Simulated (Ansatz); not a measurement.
# SiH₅O+ (SMILES [OH2+][SiH3]): functionals against CCSD(T) at one geometry

One table from this session's results is given with a row withheld; the runs are named, their logs left out.

Computed with Ansatz 0.2.0, Gaussian basis. Level: single points in def2-TZVPP.

Cores are frozen in the correlated methods.

1 further run of the same task is left out (it didn't finish).

## Starting geometry

SMILES `[OH2+][SiH3]`, 7 atoms, charge 1, spin multiplicity 1.

Atoms are counted from 1 here; the program's logs count them from 0.

Bond lengths: O1–Si2 1.887 Å, O1–H3 0.976 Å, O1–H4 0.952 Å, Si2–H5 1.422 Å, Si2–H6 1.502 Å, Si2–H7 1.509 Å. Angles: Si2–O1–H3 121.9°, Si2–O1–H4 126.9°, H3–O1–H4 106.5°, O1–Si2–H5 104.6°, O1–Si2–H6 101.8°, O1–Si2–H7 99.2°, H5–Si2–H6 94.5°, H5–Si2–H7 126.5°, H6–Si2–H7 126.5°.

Coordinates:

```xyz
7
charge 1, multiplicity 1
O    -0.0874   -1.0056    0.0687
Si    0.1105    0.8634   -0.0989
H    -0.7601   -1.4997   -0.4371
H     0.5883   -1.6337    0.3050
H    -0.8333    1.2356   -1.0952
H    -0.7238    1.3642    1.0455
H     1.6137    0.9371   -0.2144
```

Set-up of the first run:

Contents of run/in.yaml:

```yaml
crystal:
  periodic: [false, false, false]
  atoms:
    - {symbol: O, position_ang: [-0.087450, -1.005624, 0.068652]}
    - {symbol: Si, position_ang: [0.110482, 0.863420, -0.098923]}
    - {symbol: H, position_ang: [-0.760077, -1.499668, -0.437150]}
    - {symbol: H, position_ang: [0.588297, -1.633743, 0.304960]}
    - {symbol: H, position_ang: [-0.833289, 1.235609, -1.095245]}
    - {symbol: H, position_ang: [-0.723808, 1.364220, 1.045529]}
    - {symbol: H, position_ang: [1.613741, 0.937098, -0.214422]}
basis:
  gaussian: {orbitals: def2-TZVPP}
total_charge: 1
hamiltonian: {xc: pbe, dispersion: d4}
output: {forces: true}
```

Run with:

```bash
ansatz run in.yaml --threads 2 --pin off --events-out ev --progress --plain --max-ram 3481MiB
```

Among the steps run: PBE-D4/def2-TZVPP; r2SCAN-D4/def2-TZVPP; PBE0-D4/def2-TZVPP; wB97M-V/def2-TZVPP; CCSD(T)/def2-TZVPP.

One table of the session follows, with a row left open; its other results are not shown here.

```
   method  RMS force component (eV/Å)  angle to CCSD(T) forces (°)
   PBE-D4                       0.694                         17.0
r2SCAN-D4                           ?                            ?
  PBE0-D4                       0.667                          5.2
  wB97M-V                       0.669                          4.3
  CCSD(T)                       0.672                    reference
```

**Question.** Estimate the row for r2SCAN-D4.

As computed: RMS force component (eV/Å): 0.671; angle to CCSD(T) forces (°): 4.7. In the column «RMS force component (eV/Å)» it lies between wB97M-V (0.669) and CCSD(T) (0.672).

Limits of these values: The reference is not at the basis limit: in triple zeta CCSD(T) underbinds, which counts against methods that bind more; the gaps are no ranking.
